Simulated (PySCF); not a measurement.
hydrogen peroxide (H2O2), SMILES OO. Atoms are numbered in the order given.

```xyz
4

O      0.1403    -0.7170     0.0000
O     -0.1403     0.7170     0.0000
H     -0.7681    -1.0474     0.0000
H      0.7681     1.0474     0.0000
```

Geometry optimised at B3LYP-D3(BJ)/def2-TZVP. A frequency run showed that this geometry is not a minimum.

Computed with PBE/pcJ-1 (PySCF).

Isotropic couplings with Fermi-contact, spin-dipole and both spin-orbit terms, one fixed conformer, no vibrational averaging. Isotopes: 1H.

Computed spin–spin coupling constants:
| pair | bonds apart | J (Hz) |
|---|---|---|
| H3–H4 | 3 | 8.5 |
